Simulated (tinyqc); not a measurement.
RHF in the sto-6g basis, for HF, spin multiplicity 1, step by step. Computed by tinyqc, a small Python program that keeps every step (integrals from PySCF). Settings: charge = 0, multiplicity = 1, basis = sto-6g, energy threshold = 1e-09, iteration cap = 74, orthogonalisation = symmetric, start = atomic densities, DIIS depth = 6, method = RHF. Command: `OMP_NUM_THREADS=1 python tinyqc.py 25623 25624 out.jsonl` (the two numbers bound the seeds that draw the settings). One thread of a shared host (Intel(R) Xeon(R) Processor @ 2.60GHz), about 0.1 s of CPU time with the checks.

Geometry (angstrom):
```
atom,x,y,z
F,0.000000,0.000000,0.000000
H,0.000000,0.000000,0.999000
```

Stop when the energy changes by less than 1e-09 hartree and every element of the error matrix X^T (F D S - S D F) X is below 9e-06.

Course of the cycle:
```
iteration,E (hartree),change,largest element of the error matrix
1,-100.28243186,-,1.15e+00
2,-99.46138802,8.21e-01,2.56e-01
3,-99.49866536,-3.73e-02,2.91e-02
4,-99.49937747,-7.12e-04,3.67e-03
5,-99.49938541,-7.94e-06,6.30e-05
6,-99.49938541,-2.04e-09,2.14e-06
7,-99.49938541,-2.40e-12,1.46e-08
```

Can the last value be used, and what does the course show?

Yes. Converged in 7 iterations. PySCF RHF in the same basis = -99.49938541 hartree.
